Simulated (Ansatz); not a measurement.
in.yaml

```yaml
crystal:
  periodic: [false, false, false]
  atoms:
    - {symbol: Si, position_ang: [0.000000, 0.000000, 0.000000]}
    - {symbol: H, position_ang: [2.080571, 2.087609, 2.082955]}
    - {symbol: H, position_ang: [-2.089568, -2.077105, 2.084450]}
    - {symbol: H, position_ang: [-2.077849, 2.079805, -2.093454]}
    - {symbol: H, position_ang: [2.086846, -2.090309, -2.073952]}
basis:
  gaussian: {orbitals: def2-SVP, point_charges: [{charge: -1.00, position_ang: [4.943, -0.316, -0.765]}]}
magnetization: {spin_polarized: true, initial_magnetization: 0}
hamiltonian: {xc: hf}
output: {forces: true, orbitals: {seedname: orbitals}}
```

```sh
$ ansatz run in.yaml --threads 1 --pin off --events-out ev --progress --plain --max-ram 2393MiB
```

Output:

```
382 factors; integrals over basis functions are off by at most 4.2e-5 eV
mean field evaluation 1: about -7889.8986 eV, gradient 1.6e1 eV
mean field evaluation 2: about -7889.9006 eV, gradient 1.6e1 eV
mean field evaluation 4: about -7894.3206 eV, gradient 1.5e1 eV
mean field evaluation 8: about -7900.7831 eV, gradient 1.9e0 eV
mean field evaluation 16: about -7900.8675 eV, gradient 6.1e-5 eV
mean field evaluation 32: about -7911.8950 eV, gradient 9.7e-3 eV
mean field evaluation 64: about -7911.8829 eV, gradient 8.2e-3 eV
mean field evaluation 96: about -7911.8829 eV, gradient 2.2e-6 eV
mean field evaluation 128: about -7911.7218 eV, gradient 2.9e0 eV
mean field evaluation 160: about -7911.7910 eV, gradient 1.0e0 eV
mean field evaluation 192: about -7911.8671 eV, gradient 4.2e-1 eV
mean field evaluation 224: about -7911.8603 eV, gradient 4.1e-1 eV
mean field evaluation 256: about -7911.8675 eV, gradient 6.9e-2 eV
mean field evaluation 288: about -7911.8618 eV, gradient 7.0e-2 eV
mean field evaluation 320: about -7911.4752 eV, gradient 3.1e-1 eV
mean field evaluation 352: about -7911.2291 eV, gradient 1.1e0 eV
mean field evaluation 384: about -7911.3135 eV, gradient 7.8e-1 eV
mean field evaluation 416: about -7911.3611 eV, gradient 2.6e-1 eV
mean field evaluation 448: about -7911.7707 eV, gradient 7.8e-2 eV
mean field evaluation 480: about -7908.2016 eV, gradient 4.2e0 eV
mean field evaluation 512: about -7907.8438 eV, gradient 3.2e0 eV
mean field evaluation 544: about -7906.7454 eV, gradient 6.8e0 eV
mean field evaluation 576: about -7900.8666 eV, gradient 8.6e-2 eV
mean field evaluation 608: about -7903.2353 eV, gradient 1.4e1 eV
mean field evaluation 640: about -7908.6364 eV, gradient 9.6e0 eV
mean field evaluation 672: about -7911.8736 eV, gradient 7.5e-5 eV
mean field -7911.89504812 eV, -290.7567801435 hartree, gradient 5.1e-7 eV, S^2 2.957485; 12 other end points of the search recorded, 0 dependent functions left out
the calculation of the forces begins
reference -7911.89504812 eV, -290.7567801435 hartree; 9, 9 occupied and 29, 29 virtual orbitals, 382 factors
Total energy: -7911.89504812 eV, -290.7567801435 hartree
Atom 0 at     0.000000     0.000000     0.000000 Å, force     0.044034     0.041205     0.024900 eV/Å
Atom 1 at     2.080571     2.087609     2.082955 Å, force    -0.023446    -0.017328    -0.016868 eV/Å
Atom 2 at    -2.089568    -2.077105     2.084450 Å, force     0.022307     0.011097    -0.016557 eV/Å
Atom 3 at    -2.077849     2.079805    -2.093454 Å, force     0.024674    -0.019708     0.015301 eV/Å
Atom 4 at     2.086846    -2.090309    -2.073952 Å, force     0.029213    -0.006761    -0.008838 eV/Å
Dipole moment:     0.149378    -0.023775    -0.031626 e Å
```

Forces (eV/Å):
```
Si   0.044  0.041  0.025
H   -0.023 -0.017 -0.017
H    0.022  0.011 -0.017
H    0.025 -0.020  0.015
H    0.029 -0.007 -0.009
```

Ran on 1 thread of Intel Xeon Platinum 8488C, shared host: 2.1 s wall, 0.09 GiB peak host memory.
